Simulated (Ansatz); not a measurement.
Born–Oppenheimer molecular dynamics of CH4FO (7 atoms, charge 0, multiplicity 2). It starts from a rough guess of a transition structure, not a stationary point.

Theory: Ansatz, UKS BLYP/6-31G*.

```
ensemble                      : NVE (velocity Verlet)
time step                     : 0.5 fs
steps asked                   : 150
starting velocities drawn for : 600 K
seed                          : 832234
```

Frames 5 fs apart, positions in Å.

Velocities at 5.0 fs (Å/ps):

```
H 39.81 -82.98 -20.47
F -4.27 4.75 -1.17
O 0.34 -5.91 2.65
C 4.29 4.05 -2.22
H 6.68 14.65 20.36
H -11.82 -0.78 -3.47
H -10.75 25.14 10.11
```

```xyz
7
Properties=species:S:1:pos:R:3 time_fs=5.0 energy_less_start_eV=-0.270 T=1010
H -0.410 -1.545 -0.395
F -0.180 -2.352 0.061
O -0.812 -0.074 -0.369
C 0.193 0.731 0.044
H 0.425 0.696 1.137
H -0.200 1.791 -0.078
H 1.169 0.828 -0.570
7
Properties=species:S:1:pos:R:3 time_fs=10.0 energy_less_start_eV=-0.143 T=821
H -0.298 -1.675 -0.746
F -0.196 -2.345 0.068
O -0.807 -0.103 -0.355
C 0.214 0.767 0.038
H 0.422 0.740 1.151
H -0.278 1.769 -0.064
H 1.114 0.846 -0.527
7
Properties=species:S:1:pos:R:3 time_fs=15.0 energy_less_start_eV=-0.208 T=911
H -0.228 -1.892 -0.771
F -0.210 -2.334 0.058
O -0.791 -0.131 -0.340
C 0.210 0.815 0.042
H 0.405 0.715 1.103
H -0.347 1.773 -0.039
H 1.187 0.737 -0.584
7
Properties=species:S:1:pos:R:3 time_fs=20.0 energy_less_start_eV=0.107 T=436
H -0.190 -1.990 -0.942
F -0.222 -2.330 0.060
O -0.764 -0.148 -0.326
C 0.192 0.842 0.029
H 0.438 0.668 1.147
H -0.311 1.834 -0.065
H 1.086 0.708 -0.531
7
Properties=species:S:1:pos:R:3 time_fs=25.0 energy_less_start_eV=0.060 T=500
H -0.210 -2.071 -0.784
F -0.229 -2.331 0.048
O -0.737 -0.151 -0.315
C 0.156 0.840 0.034
H 0.437 0.709 1.058
H -0.211 1.883 -0.095
H 1.135 0.791 -0.576
7
Properties=species:S:1:pos:R:3 time_fs=30.0 energy_less_start_eV=0.219 T=264
H -0.261 -1.958 -0.962
F -0.232 -2.348 0.057
O -0.719 -0.142 -0.311
C 0.147 0.829 0.019
H 0.435 0.783 1.149
H -0.226 1.886 -0.095
H 1.093 0.894 -0.570
7
Properties=species:S:1:pos:R:3 time_fs=35.0 energy_less_start_eV=0.043 T=542
H -0.324 -1.935 -0.681
F -0.234 -2.363 0.046
O -0.714 -0.130 -0.315
C 0.169 0.833 0.022
H 0.374 0.862 1.096
H -0.396 1.811 -0.068
H 1.088 0.919 -0.580
7
Properties=species:S:1:pos:R:3 time_fs=40.0 energy_less_start_eV=0.120 T=416
H -0.457 -1.621 -0.734
F -0.230 -2.397 0.055
O -0.718 -0.123 -0.325
C 0.187 0.856 0.026
H 0.371 0.889 1.139
H -0.538 1.719 -0.081
H 1.137 0.915 -0.601
7
Properties=species:S:1:pos:R:3 time_fs=45.0 energy_less_start_eV=-0.142 T=818
H -0.460 -1.634 -0.345
F -0.231 -2.412 0.042
O -0.722 -0.124 -0.336
C 0.190 0.882 0.029
H 0.415 0.865 1.131
H -0.495 1.734 -0.143
H 1.092 0.941 -0.544
7
Properties=species:S:1:pos:R:3 time_fs=50.0 energy_less_start_eV=-0.113 T=776
H -0.552 -1.403 -0.081
F -0.225 -2.446 0.035
O -0.718 -0.120 -0.343
C 0.165 0.898 0.037
H 0.435 0.839 1.089
H -0.341 1.893 -0.185
H 1.146 0.965 -0.586
7
Properties=species:S:1:pos:R:3 time_fs=55.0 energy_less_start_eV=-0.066 T=704
H -0.577 -1.422 0.218
F -0.222 -2.468 0.029
O -0.707 -0.105 -0.356
C 0.139 0.916 0.037
H 0.482 0.824 1.123
H -0.161 1.954 -0.197
H 1.028 0.895 -0.583
7
Properties=species:S:1:pos:R:3 time_fs=60.0 energy_less_start_eV=-0.092 T=741
H -0.474 -1.752 0.460
F -0.225 -2.472 0.025
O -0.700 -0.082 -0.371
C 0.122 0.929 0.056
H 0.495 0.846 1.056
H -0.150 1.982 -0.206
H 1.032 0.728 -0.650
```

Of the whole run (75 fs, mean temperature of the second half 693 K): The conserved energy stayed within 1.2 meV per atom of its start (net change -0.51 meV per atom), so the integration is sound. A run of 0.075 ps of so small a system gives no equilibrium averages.

The run took 4.7 min on 1 CPU thread of a shared host.
